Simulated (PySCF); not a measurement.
Computed with PBE-D3(BJ)/def2-TZVP // B3LYP-D3(BJ)/def2-TZVP run with PySCF 2.14.0. Gas-phase values, no solvent. 

Reference species (SMILES): `F[Si](F)(F)F` (neutral, multiplicity 1).

```yaml
dipole_moment: 0.00 D
```

Changed species: `[SiH4]` (whole molecule; the reference has whole molecule).

Task: What does the change do to the dipole moment?

Result: the dipole moment hardly moves.
